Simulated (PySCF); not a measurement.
# Potential energy of Mg₂ along the bond

Set-up: PySCF, spin-free X2C with a Gaussian nucleus, basis sets Mg x2c-SVPall. Energies in eV from Mg + Mg in their ground configurations at the same level. State: ¹Σg⁺ (singlet), closed shell.

```tsv
R (Å)	RHF-SCS-MP2	BLYP	RHF-MP2
3.113	0.1696	0.0840	0.1266
3.258	0.1011	0.0364	0.0617
3.403	0.0554	0.0096	0.0198
3.511	0.0315	-0.0016	-0.0012
3.620	0.0140	-0.0077	-0.0160
3.729	0.0011	-0.0104	-0.0262
3.873	-0.0109	-0.0106	-0.0348
4.054	-0.0202	-0.0083	-0.0403
4.272	-0.0260	-0.0046	-0.0422
4.561	-0.0283	-0.0005	-0.0404
```

Task: Put a parabola through the three lowest points of the BLYP curve and estimate Re, k and ωe (reduced mass 11.99 u; 1 eV/Å² = 0.16022 mdyn/Å; ωe = 1302.8·√(k/μ) cm⁻¹).

Result: Through R = 3.729, 3.873, 4.054 Å the second-order coefficient is 0.0434 eV/Å², so Re ≈ 3.817 Å, k ≈ 0.0139 mdyn/Å and ωe ≈ 44 cm⁻¹. A polynomial fit of higher order to the unrounded BLYP energies gives Re = 3.810 Å, k = 0.0202 mdyn/Å, ωe = 53.5 cm⁻¹; anharmonicity and rounding make the difference.

The higher-order fit for each curve: BLYP: Re = 3.810 Å, ωe = 53.5 cm⁻¹, De = 0.011 eV; RHF-MP2: Re = 4.283 Å, ωe = 36.5 cm⁻¹, De = 0.042 eV. RHF-SCS-MP2 gives no reliable minimum on this grid.

Correlated steps freeze 2 core orbitals. Closed-shell solutions of metal pairs were not tested for spin polarisation, which can lower them a little. The bond is weak. Basis-set superposition, not corrected here, can be much of De in a small basis, most of all at correlated wavefunction levels. Functionals without a dispersion term scatter widely for such bonds, and LDA overbinds them.
